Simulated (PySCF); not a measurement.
How the method changes the constants of SiP

State: ²Π (doublet), unpaired electrons π ↑. Set-up: basis Si def2-SVP, P def2-SVP; no relativity; PySCF 2.14. De refers to Si + P in their high-spin ground configurations, without counterpoise correction. The functionals are run spin-unrestricted. A positive dipole means Si(−)P(+).

| Level | Re (Å) | ωe (cm⁻¹) | De (eV) | μ (D) |
| --- | --- | --- | --- | --- |
| ROHF | 2.048 | 699 | 1.29 | -1.14 |
| ROHF-MP2 | 2.085 | 636 | 2.89 | n/a |
| ROHF-SCS-MP2 | 2.084 | 635 | 2.86 | n/a |
| ROHF-CCSD | 2.084 | 634 | 2.71 | n/a |
| ROHF-CCSD(T) | 2.098 | 609 | 2.94 | n/a |
| PBE | 2.105 | 602 | 3.89 | -0.64 |
| r²SCAN | 2.088 | 627 | 3.60 | -0.71 |
| r²SCANh | 2.080 | 638 | 3.49 | -0.75 |
| B3LYP | 2.088 | 624 | 3.66 | -0.75 |
| PBE0 | 2.078 | 641 | 3.57 | -0.79 |
| BHandHLYP | 2.061 | 665 | 3.28 | -0.91 |

The bond length runs from 2.048 Å (ROHF) to 2.105 Å (PBE). De spans 1.29 eV (ROHF, mean field) to 3.89 eV (PBE, GGA). Correlation at CCSD(T) changes the Hartree–Fock bond energy by +1.65 eV; the triples alone change it by +0.23 eV.

Correlated steps freeze 10 core orbitals. Correlated levels converge slowly with the basis: in double zeta they bind strong bonds too weakly, by up to about 1 eV, and carry superposition errors of some tenths. UHF is strongly spin-contaminated for SiP, so the ROHF reference used there is far from stable. The state was picked by a PBE0 search and need not be the measured ground state.
